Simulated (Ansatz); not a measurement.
**What a trial cell of Sb3Pt relaxes into**

All numbers below come from Ansatz 0.2.0, DFT PBE, scalar-relativistic, plane waves, PAW. Cutoff 420 eV, Γ-centred k mesh, Gaussian smearing, no spin polarisation in the final step.

The start puts Sb3Pt on the Cu3Au (L1_2) structure type (Pm-3m, No. 221), with Pt in place of Au, Sb in place of Cu, at a guessed volume.

```yaml
crystal:
  lattice:
    - [4.58789, 0.00000, 0.00000]
    - [0.00000, 4.58789, 0.00000]
    - [0.00000, 0.00000, 4.58789]
  atoms:
    - { symbol: Sb, position: [0.00000, 0.50000, 0.50000] }
    - { symbol: Sb, position: [0.50000, 0.00000, 0.50000] }
    - { symbol: Sb, position: [0.50000, 0.50000, 0.00000] }
    - { symbol: Pt, position: [0.00000, 0.00000, 0.00000] }
```

Cell and atoms relax at zero pressure; the relaxation can't lower the symmetry of the start.

Energies over the elements count from the elements' standard structures at the same level, with no empirical corrections.

(1) Which crystal results?

(2) What are its volume, energy, density and gap?

Results:

(1) It keeps Pm-3m (No. 221). The result has the Cu3Au (L1_2) structure. Conventional cell: a = 4.555 Å. Sb is coordinated by 4 Pt at 3.22 Å and 8 Sb at 3.22 Å; Pt has 12 Sb at 3.22 Å.

```cif
data_structure
_symmetry_space_group_name_H-M 'Pm-3m'
_symmetry_Int_Tables_number 221
_cell_length_a 4.5551
_cell_length_b 4.5551
_cell_length_c 4.5551
_cell_angle_alpha 90.000
_cell_angle_beta 90.000
_cell_angle_gamma 90.000
_cell_volume 94.51
loop_
_atom_site_label
_atom_site_type_symbol
_atom_site_symmetry_multiplicity
_atom_site_Wyckoff_symbol
_atom_site_fract_x
_atom_site_fract_y
_atom_site_fract_z
_atom_site_occupancy
Sb1 Sb 3 c 0.00000 0.50000 0.50000 1
Pt1 Pt 1 a 0.00000 0.00000 0.00000 1
```

(2) The volume per atom is 23.63 Å³ and the density is 9.85 g/cm³. The energy over the elements is 0.25 eV/atom and the gap on the 10×10×10 mesh is 0 eV (a metal).

The final run used a 10×10×10 mesh on its 4-atom cell and 0.10 eV smearing. The k mesh leaves about 4 meV/atom of noise in metals. Spin–orbit coupling is left out. A structure relaxed within its symmetry needn't be a true minimum.

Cost: 2 runs of about 0.82 core-minutes in all, on Arm Neoverse V2 (shared hosts).